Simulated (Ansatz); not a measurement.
fcc Pt: PBE at its full settings (plane-wave cutoff 520 eV, 24×24×24 k mesh, Fermi–Dirac smearing 0.05 eV, scalar-relativistic PAW data made under PBE) and at cheaper ones, in a cell of 1 atom with Γ-centred meshes.

| level and setting | lattice parameter a (Å) | bulk modulus (GPa) |
|---|---|---|
| PBE (Ansatz) | 3.970 | 248 |
| PBE (300 eV cutoff) (Ansatz) | 3.968 | 257 |
| PBE (Γ point alone) (Ansatz) | (withheld) | (withheld) |
| PBE (4×4×4 k mesh) (Ansatz) | 3.960 | 261 |
| PBE (6×6×6 k mesh) (Ansatz) | 3.957 | 257 |
| PBE (Fermi-Dirac smearing of 0.3 eV) (Ansatz) | 3.982 | 237 |

Task: What belongs in the gaps?

Result: 
- PBE (Γ point alone) (Ansatz, a first-principles code), lattice parameter a (Å): 3.850
- PBE (Γ point alone) (Ansatz), bulk modulus (GPa): 492

Largest shifts from the full settings: lattice constant a -3.02 % (PBE (Γ point alone)), against a difference of +1.46 % of the full result from the reference 3.913 Å (measured, static lattice: zero-point anharmonic expansion removed; as tabulated in Mejia-Rodriguez and Trickey (2018), arXiv:1807.09216); bulk modulus +98 % (PBE (Γ point alone)), against a difference of -14.2 % of the full result from the reference 289 GPa (measured, corrected for temperature and zero-point phonon effects; as tabulated in Levämäki et al. (2014), arXiv:1402.3671).

Ansatz's density-functional and Hartree–Fock values are scalar-relativistic unless marked +SOC, with PAW data made under PBE.

Run with cheap settings on purpose, which may leave them unconverged: PBE (300 eV cutoff), PBE (4×4×4 k mesh), PBE (6×6×6 k mesh), PBE (Fermi-Dirac smearing of 0.3 eV), PBE (Γ point alone).
